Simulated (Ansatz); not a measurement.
The input, for Ansatz 0.2.0:

```yaml
crystal:
  periodic: [false, false, false]
  atoms:
    - {symbol: Cl, position_ang: [-0.028008, -0.126307, 2.194739]}
    - {symbol: B, position_ang: [-0.028841, 0.750947, 0.708704]}
    - {symbol: Ge, position_ang: [0.019123, -0.059558, -1.142857]}
    - {symbol: H, position_ang: [-0.083654, 0.680380, -2.435438]}
basis:
  gaussian: {orbitals: STO-3G}
magnetization: {spin_polarized: false, initial_magnetization: 3}
correlation: {active_space: {ras: {orbitals: [6, 3, 4], electrons: 15, max_holes: 3, max_particles: 3}, fixed_orbitals: true}}
scf: {lower_state_search: off}
```

```sh
$ ansatz run in.yaml --threads 1 --pin off --events-out ev --progress --plain --max-ram 2393MiB
```

The program prints:

```
these checks for a lower state are left out or cut short: stability, starts, cluster_reference, orbital_swaps, neighbouring_geometries, increment
350 factors; integrals over basis functions are off by at most 4.6e-5 eV
mean field evaluation 1: about -68874.9383 eV, gradient 1.3e1 eV
mean field evaluation 2: about -68874.9688 eV, gradient 1.3e1 eV
mean field evaluation 4: about -68876.7440 eV, gradient 1.8e0 eV
mean field evaluation 8: about -68876.7670 eV, gradient 1.2e-2 eV
mean field -68876.76700369 eV, -2531.1745010359 hartree, gradient 1.0e-6 eV, S^2 3.750000; 0 other end points of the search recorded, 0 dependent functions left out
reference -68876.76700369 eV, -2531.1745010359 hartree; 29, 26 occupied and 4, 7 virtual orbitals, 350 factors
state -68877.94368299 eV, -2531.2177432026 hartree
Total energy: -68877.94368299 eV, -2531.2177432026 hartree
Checks for a lower state left out: stability, starts, cluster_reference, orbital_swaps, neighbouring_geometries, increment
```

Natural occupations: 1.9998 1.9971 1.9949 1.9893 1.9846 1.9731 1.0019 0.9971 0.9935 0.0232 0.0193 0.0148 0.0114.

Ran on 1 thread of Intel Xeon Platinum 8488C, shared host: 0.9 s wall, 0.1 GiB peak host memory.
